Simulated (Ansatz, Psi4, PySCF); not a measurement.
Reaction (SMILES): N[Si](F)(F)F + 4 [H][H] (H2) → 3 F (HF) + N (NH3) + [SiH4] (SiH4)

Quantity: energy of full hydrogenation (enthalpy at 298 K), in kcal/mol. Conventions: no dispersion term unless named; no spin-orbit coupling; non-relativistic; valence correlation only; six Cartesian d functions in 6-31G* and its kin unless marked 5d; LANL2DZ with its own core potentials from Na on. CBS(X,Y): correlation extrapolated as X^-3; Hartree-Fock from the larger set. First-principles rows: single points at B3LYP-D3(BJ) geometries (Ansatz, an electronic-structure program), with unscaled harmonic terms from B3LYP/6-31G* (Ansatz) at its own minima.

Coupled cluster (Ansatz) is a level with limits of its own, used here on species with T1 under 0.025 (0.045 for open shells) and stable references: CCSD(T)/CBS(cc-pV(T+d)Z,cc-pV(Q+d)Z).

Value to compare with, CCSD(T)/CBS(cc-pV(T+d)Z,cc-pV(Q+d)Z) (Ansatz): 114.9 kcal/mol.

| level | program | energy of full hydrogenation (enthalpy at 298 K) (kcal/mol) | difference |
|---|---|---|---|
| PBE/LANL2DZ | Ansatz | 67.5 | -47.4 |
| BP86/6-31G* (5d) | PySCF | 133.8 | 18.9 |
| B3LYP/6-31G* | Ansatz | 137.3 | 22.4 |
| B3LYP/6-31+G* | Ansatz | 106.2 | -8.7 |
| wB97X-D/6-31G* | Psi4 | 126.2 | 11.3 |
| MP2/3-21G | Ansatz | 166.1 | 51.2 |
| MP2/6-31G* | Ansatz | 146.2 | 31.3 |
| B3LYP/def2-TZVPD | Ansatz | 108.6 | -6.3 |
| B3LYP-D3(BJ)/def2-TZVPD | Ansatz + dftd3 | 110.4 | -4.5 |
| wB97M-V/def2-TZVPD | Ansatz | 111.7 | -3.2 |

Among the 7 habitual levels, MP2/3-21G lies farthest from CCSD(T)/CBS(cc-pV(T+d)Z,cc-pV(Q+d)Z) (Ansatz) (51.2 kcal/mol) and B3LYP/6-31+G* nearest (-8.7); 5 of 7 lie above it, and their mean absolute difference is 27.3 kcal/mol, the median 22.4. One case shows no general order.

The levels are drawn from those run, B3LYP/6-31G* more often than the rest, none by its result; left out are runs that failed, that the program found above a lower state of the same kind, or whose <S^2> lies over 0.5 above the pure value.
